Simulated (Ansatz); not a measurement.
H2MgOS, SMILES [OH][Mg][SH], a rigid scan of one bond length

Computed with the Ansatz DFT code, driven from Python.

`run_scan.py`
```python
'''Stretching a bond of H2MgOS, the rest held rigid.'''

import logging
import sys

import ansatz as az
import numpy as np

logging.basicConfig(stream=sys.stdout, format='%(levelname)s %(message)s')
logger = logging.getLogger('h2mgos')
logger.setLevel(logging.INFO)


def main() -> None:
    geometry_ang = [
        ('O', (-1.6904, -1.3695, 0.2304)),
        ('Mg', (-0.4282, 0.1149, -0.2283)),
        ('S', (1.1429, 1.8746, -0.7839)),
        ('H', (-1.1271, -2.004, 0.6789)),
        ('H', (2.1527, 1.3103, 0.0615)),
    ]
    mol = az.Crystal.molecule()
    for symbol, xyz in geometry_ang:
        mol = mol.atom(symbol, xyz)

    symbols = [site.symbol for site in mol.cartesian_sites]
    start = np.array([site.position_ang for site in mol.cartesian_sites])
    axis = (start[3] - start[0]) / np.linalg.norm(start[3] - start[0])
    moving = [3]
    lengths, energies = [0.845, 0.883, 0.921, 0.96, 0.998, 1.036, 1.075, 1.132], []
    for length in lengths:
        xyz = start.copy()
        xyz[moving] += (length - np.linalg.norm(start[3] - start[0])) * axis
        point = az.Crystal.molecule()
        for symbol, place in zip(symbols, xyz):
            point = point.atom(symbol, place.tolist())
        calculation = (
            point.calculation()
            .basis(gaussian='cc-pVDZ')  # the orbital basis, by name
            .functional('cam_b3lyp')
        )
        data = calculation.run(threads=1).report
        energies.append(data['free_energy_ev'])
        logger.info(f'r = {length:6.3f} A  E = {energies[-1]:.5f} eV  <S^2> = {abs(data["mean_field"]["state"]["spin_squared"]):.3f}')

    # quartic fit about the minimum
    fit = np.polynomial.Polynomial.fit(lengths, np.array(energies) - min(energies), 4).convert()
    roots = [r.real for r in fit.deriv().roots() if abs(r.imag) < 1e-9 and fit.deriv(2)(r.real) > 0]
    r_e = min(roots, key=lambda r: abs(r - lengths[int(np.argmin(energies))]))
    logger.info(f'minimum of the fit at {r_e:.4f} A, force constant {fit.deriv(2)(r_e):.2f} eV/A^2')


if __name__ == '__main__':
    main()
```

```console
$ python run_scan.py
INFO r =  0.845 A  E = -18360.22704 eV  <S^2> = 0.000
INFO r =  0.883 A  E = -18360.52654 eV  <S^2> = 0.000
INFO r =  0.921 A  E = -18360.69464 eV  <S^2> = 0.000
INFO r =  0.960 A  E = -18360.76156 eV  <S^2> = 0.000
INFO r =  0.998 A  E = -18360.74754 eV  <S^2> = 0.000
INFO r =  1.036 A  E = -18360.67363 eV  <S^2> = 0.000
INFO r =  1.075 A  E = -18360.55044 eV  <S^2> = 0.000
INFO r =  1.132 A  E = -18360.30834 eV  <S^2> = 0.000
INFO minimum of the fit at 0.9707 A, force constant 50.08 eV/A^2
```

Total energies depend on the basis set; only differences at equal settings carry meaning. The rest of the molecule is held rigid at a force-field or estimated start geometry, and the basis set is modest; single-reference methods fail as a bond breaks. The orbitals are restricted, so S² is zero by construction. Finished in 17 s on 1 thread of Arm Neoverse V1, with other jobs on the host, peak memory 0.19 GiB.
